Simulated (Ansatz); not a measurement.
A nudged elastic band was laid between two geometries of CH7NSi + H2 (12 atoms, charge 0, multiplicity 1).

The calculation used RKS PBE/6-31G* (Ansatz 0.2.0).

```json
{
  "movable images": "7",
  "climbing image": "yes",
  "spring": "5.0 eV/Å²",
  "optimiser": "quadratic models (default)",
  "start path": "through a guess of the saddle point",
  "force threshold": "0.03 eV/Å",
  "iteration limit": "60",
  "end points": "relaxed"
}
```

Image 0:

```xyz
12
Properties=species:S:1:pos:R:3
Si -0.411 0.306 0.021
N 0.214 -0.120 1.609
H -0.463 -0.431 2.310
H 0.856 0.547 2.042
H 0.774 0.814 -0.752
H -1.451 1.408 0.001
C -1.160 -1.226 -0.783
H -2.015 -1.610 -0.199
H -1.530 -0.992 -1.797
H -0.411 -2.031 -0.862
H 2.157 -2.788 2.209
H 1.730 -2.199 2.005
```

Image 8:

```xyz
12
Properties=species:S:1:pos:R:3
Si 0.515 -0.154 -0.699
N -0.165 -0.803 2.649
H -0.632 -1.283 3.427
H -0.153 0.192 2.904
H 0.993 0.205 -2.082
H 0.244 1.140 0.017
C -1.017 -1.254 -0.769
H -1.323 -1.477 0.266
H -1.847 -0.750 -1.293
H -0.804 -2.201 -1.294
H 1.663 -0.835 -0.007
H 0.817 -1.103 2.685
```

Task: What changes between the two ends?

Result: Bonds broken: Si1–N2, H11–H12. Bonds formed: Si1–H11, N2–H12. CH7NSi + H2 becomes CH6Si + H3N.

Task: Give the energies along the band, and the barrier.

Result: The run converged. The highest image is number 4 of 0 to 8, 1.88 eV above the first end and 1.75 eV above the last; the last end lies 0.14 eV above the first. Neighbouring images differ by up to 1.5 eV, so the band resolves the path poorly. A vibrational analysis at the climbing image gives one clearly imaginary mode, 1280i cm⁻¹: a first-order saddle point. The orbitals stay closed-shell, which can raise the energy where a bond breaks towards radicals; this wasn't checked here.

```json
{"image": "0", "path coordinate (Å)": "0.00", "energy (eV)": "0.00", "Si1–N2 (Å)": "1.76", "H11–H12 (Å)": "0.76", "Si1–H11 (Å)": "4.58"}
{"image": "1", "path coordinate (Å)": "0.96", "energy (eV)": "0.01", "Si1–N2 (Å)": "1.76", "H11–H12 (Å)": "0.75", "Si1–H11 (Å)": "4.16"}
{"image": "2", "path coordinate (Å)": "1.92", "energy (eV)": "0.06", "Si1–N2 (Å)": "1.76", "H11–H12 (Å)": "0.76", "Si1–H11 (Å)": "3.51"}
{"image": "3", "path coordinate (Å)": "2.89", "energy (eV)": "0.41", "Si1–N2 (Å)": "1.78", "H11–H12 (Å)": "0.77", "Si1–H11 (Å)": "2.68"}
{"image": "4", "path coordinate (Å)": "3.85", "energy (eV)": "1.88", "Si1–N2 (Å)": "1.93", "H11–H12 (Å)": "1.17", "Si1–H11 (Å)": "1.93"}
{"image": "5", "path coordinate (Å)": "4.88", "energy (eV)": "0.99", "Si1–N2 (Å)": "2.29", "H11–H12 (Å)": "1.92", "Si1–H11 (Å)": "1.56"}
{"image": "6", "path coordinate (Å)": "5.91", "energy (eV)": "0.32", "Si1–N2 (Å)": "2.76", "H11–H12 (Å)": "2.32", "Si1–H11 (Å)": "1.50"}
{"image": "7", "path coordinate (Å)": "6.94", "energy (eV)": "0.14", "Si1–N2 (Å)": "3.25", "H11–H12 (Å)": "2.94", "Si1–H11 (Å)": "1.50"}
{"image": "8", "path coordinate (Å)": "7.97", "energy (eV)": "0.14", "Si1–N2 (Å)": "3.48", "H11–H12 (Å)": "2.83", "Si1–H11 (Å)": "1.50"}
```

Task: What is the geometry of the highest image?

Result: 
```xyz
12
Properties=species:S:1:pos:R:3
Si 0.066 -0.184 0.133
N 0.286 -0.225 2.050
H -0.551 -0.492 2.586
H 0.705 0.614 2.477
H 1.283 0.356 -0.553
H -0.839 1.052 0.166
C -1.040 -1.464 -0.723
H -1.672 -1.974 0.027
H -1.713 -0.974 -1.446
H -0.438 -2.237 -1.224
H 1.216 -1.649 0.638
H 0.987 -1.146 1.672
```

Run time: 3.5 min on 1 thread of Intel(R) Xeon(R) Platinum 8488C (Sapphire Rapids) (shared host), peak memory 0.13 GiB.
